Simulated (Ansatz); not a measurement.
Geometry optimisation, Ansatz 0.2.0, RKS B3LYP-D4/def2-mTZVP.

input.yaml

```yaml
crystal:
  periodic: [false, false, false]
  atoms:
    - { symbol: B, position_ang: [-0.139262, -0.281502, 0.208222] }
    - { symbol: "N", position_ang: [0.038497, -0.330656, 1.675482] }
    - { symbol: H, position_ang: [-0.750745, -0.457511, 2.291546] }
    - { symbol: H, position_ang: [0.929516, -0.437016, 2.139033] }
    - { symbol: O, position_ang: [0.897541, -0.274685, -0.679072] }
    - { symbol: H, position_ang: [1.77973, -0.30244, -0.284995] }
    - { symbol: H, position_ang: [-1.242486, -0.263338, -0.231523] }
    - { symbol: H, position_ang: [-0.076272, 2.118407, 0.332596] }
    - { symbol: H, position_ang: [-0.06482, 1.832342, 0.979211] }
basis:
  gaussian: { orbitals: def2-mTZVP }
hamiltonian:
  xc: b3lyp
  dispersion: d4
relax:
  f_tol: 0.03
  max_steps: 50
```

Launched with:

```bash
$ ansatz run input.yaml --threads 1 --pin off --max-ram 2048MiB --backend cpu --events-out ev --progress --plain --runs-dir out
```

Where does it end, and by what steps?

The run converged. The force dipped under the threshold on the way, but the program's further checks kept it going. After 23 steps the energy has fallen by 0.359 eV; H8 moved furthest, 1.25 Å.

| step | energy less start (eV) | largest force component (eV/Å) | accepted |
| --- | --- | --- | --- |
| 0 | 0.0000 | 2.107 | yes |
| 1 | -0.2221 | 1.114 | yes |
| 2 | -0.3077 | 0.284 | yes |
| 3 | -0.3380 | 0.186 | yes |
| 4 | -0.3459 | 0.254 | yes |
| 5 | -0.3495 | 0.081 | yes |
| 6 | -0.3507 | 0.052 | yes |
| 7 | -0.3505 | 0.235 | no |
| 8 | -0.3518 | 0.016 | yes |
| 9 | -0.3477 | 0.482 | no |
| 10 | -0.3523 | 0.058 | yes |
| 11 | -0.3527 | 0.114 | yes |
| 12 | -0.3533 | 0.126 | yes |
| 13 | -0.3537 | 0.191 | yes |
| 14 | -0.3546 | 0.120 | yes |
| 15 | -0.3556 | 0.030 | yes |
| 16 | -0.3562 | 0.140 | yes |
| 17 | -0.3570 | 0.083 | yes |
| 18 | -0.3575 | 0.011 | yes |
| 19 | -0.3580 | 0.038 | yes |
| 20 | -0.3530 | 0.407 | no |
| 21 | -0.3556 | 0.140 | no |
| 22 | -0.3581 | 0.009 | yes |
| 23 | -0.3585 | 0.017 | yes |

```xyz
9
Properties=species:S:1:pos:R:3
B -0.115 -0.743 0.176
N 0.027 -0.405 1.535
H -0.764 -0.368 2.160
H 0.902 -0.202 1.998
O 0.931 -0.820 -0.711
H 1.801 -0.626 -0.338
H -1.201 -0.976 -0.255
H -0.083 3.239 0.885
H -0.126 2.504 0.981
```

Whether the end is a true minimum wasn't checked by a vibrational analysis.

Time of the run: 44 s on 1 thread of Intel(R) Xeon(R) Platinum 8488C (Sapphire Rapids), on a shared host, peak memory 0.14 GiB.
